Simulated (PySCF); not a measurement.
# Si2H5O (SMILES O[SiH2][SiH2]) at UCAM-B3LYP/ccECP-aug-cc-pVDZ (core potential)

What is the vertical doublet–quartet gap of Si2H5O at UCAM-B3LYP/ccECP-aug-cc-pVDZ (core potential)? Input form: a Python script.

The calculation is run with PySCF 2.14.0.

**1. The structure to begin with**

Si2H5O has 8 atoms, charge 0, and is taken as a doublet. SMILES: `O[SiH2][SiH2]`. Geometry: relaxed at PBE0-D4/def2-TZVP. This is one conformer, not always the lowest.

Bond lengths: O1–Si2 1.652 Å, Si2–Si3 2.337 Å, O1–H4 0.958 Å, Si2–H5 1.483 Å, Si2–H6 1.494 Å, Si3–H7 1.490 Å, Si3–H8 1.491 Å. Angles: O1–Si2–Si3 111.8°, O1–Si2–H5 106.1°, O1–Si2–H6 110.6°, Si3–Si2–H5 109.1°, Si3–Si2–H6 110.3°, Si2–O1–H4 117.8°, Si2–Si3–H7 114.2°, Si2–Si3–H8 114.7°, H5–Si2–H6 108.7°, H7–Si3–H8 109.3°.

**2. The energy at UCAM-B3LYP/ccECP-aug-cc-pVDZ (core potential)**

Contents of job.py:

```python
from pyscf import gto, dft

system = gto.M(
    atom='''
O   -1.163500  -0.090700  -1.552200
Si   0.158800   0.412900  -0.700400
Si   0.537500  -0.917400   1.183100
H   -2.016900  -0.043900  -1.119900
H    1.313200   0.288100  -1.622700
H    0.014600   1.845600  -0.303300
H    1.822400  -0.633100   1.882000
H   -0.574000  -0.918600   2.177600
''',
    ecp={'O': 'ccecp', 'Si': 'ccecp', 'H': 'ccecp'},
    verbose=3,
    max_memory=1860,
    basis='ccecp-aug-cc-pvdz',
    spin=1,
)

mf = dft.UKS(system, xc='cam-b3lyp')
mf.grids.level = 4
mf.conv_tol = 1e-10
mf.kernel()
if not mf.converged:
    mf = mf.newton().run(mf.mo_coeff, mf.mo_occ)

energy = mf.e_tot
print(f'total energy: {energy:.8f} hartree')
```

Launch:

```console
$ OMP_NUM_THREADS=1 python job.py
```

The program printed:

```text
converged SCF energy = -26.7542071244332  <S^2> = 0.75376533  2S+1 = 2.0037618
total energy: -26.75420712 hartree
```

Wall time 85 s (1 thread of Arm Neoverse V2, shared host); peak memory 0.59 GiB.

**3. The quartet**

Contents of geometry.xyz:

```xyz
8

O     -1.163500    -0.090700    -1.552200
Si     0.158800     0.412900    -0.700400
Si     0.537500    -0.917400     1.183100
H     -2.016900    -0.043900    -1.119900
H      1.313200     0.288100    -1.622700
H      0.014600     1.845600    -0.303300
H      1.822400    -0.633100     1.882000
H     -0.574000    -0.918600     2.177600
```

Contents of calc.py:

```python
from pyscf import gto, dft

mol = gto.M(
    atom='geometry.xyz',
    max_memory=1860,
    verbose=3,
    ecp={'O': 'ccecp', 'Si': 'ccecp', 'H': 'ccecp'},
    basis='ccecp-aug-cc-pvdz',
    spin=3,
)

myscf = dft.UKS(mol)
myscf.xc = 'cam-b3lyp'
myscf.conv_tol = 1e-10
myscf.grids.level = 4
myscf.kernel()
if not myscf.converged:
    myscf = myscf.newton().run(myscf.mo_coeff, myscf.mo_occ)

energy = myscf.e_tot
print('E(%s) = %.9f' % ('CAM-B3LYP', energy))
```

Launch:

```console
$ OMP_NUM_THREADS=1 python calc.py
```

The program printed:

```text
WARN: HOMO -0.0508020413182297 >= LUMO -0.333927989043355

WARN: HOMO -0.116484028294188 >= LUMO -0.162918910179045

WARN: HOMO -0.135148528721919 >= LUMO -0.227058623920655

WARN: HOMO -0.135878255404371 >= LUMO -0.20383424353482

WARN: HOMO -0.134936352600521 >= LUMO -0.195254781785625

WARN: HOMO -0.136551362570569 >= LUMO -0.194705660793219

WARN: HOMO -0.136160091646606 >= LUMO -0.192992830212467

WARN: HOMO -0.136416822282265 >= LUMO -0.192599540270364

WARN: HOMO -0.136385324560034 >= LUMO -0.192101533507495

WARN: HOMO -0.136464564880763 >= LUMO -0.19194608595302

WARN: HOMO -0.136449656342205 >= LUMO -0.191776493153959

WARN: HOMO -0.136460403421565 >= LUMO -0.191761533097628

WARN: HOMO -0.136460603231959 >= LUMO -0.191721762110623

WARN: HOMO -0.136461853765684 >= LUMO -0.191718165099723

WARN: HOMO -0.136462455126157 >= LUMO -0.191721013087521

WARN: HOMO -0.136461924548525 >= LUMO -0.191716852115185

WARN: HOMO -0.136462764515039 >= LUMO -0.191718396487452

WARN: HOMO -0.136462284299069 >= LUMO -0.19171848298646

WARN: HOMO -0.136462551414238 >= LUMO -0.191719103674829

converged SCF energy = -26.5439505521617  <S^2> = 3.7579396  2S+1 = 4.0039678
E(CAM-B3LYP) = -26.543950552
```

Run time: 2 min. Hardware: 1 thread of Arm Neoverse V2, shared host; peak memory 0.59 GiB.

**4. Outcome**

At UCAM-B3LYP/ccECP-aug-cc-pVDZ (core potential):

| quantity | value |
| --- | --- |
| doublet: total energy | -26.75421 Eh |
| doublet: dipole moment | 1.16 D |
| doublet: HOMO energy (highest over α and β) | -7.35 eV |
| doublet: LUMO energy (lowest over α and β) | -1.69 eV |
| doublet: ⟨S²⟩ | 0.754 |
| quartet: total energy | -26.54395 Eh |
| quartet: dipole moment | 1.43 D |
| quartet: HOMO energy (highest over α and β) | -3.71 eV |
| quartet: ⟨S²⟩ | 3.758 |
| vertical energy of the quartet above the doublet | 5.721 eV |

In words: At this shape the quartet lies 5.72 eV (552 kJ/mol) above the doublet. Mulliken charges (doublet) run from -0.76 on Si3 to +0.43 on H5; in a basis this large or diffuse they mean little.
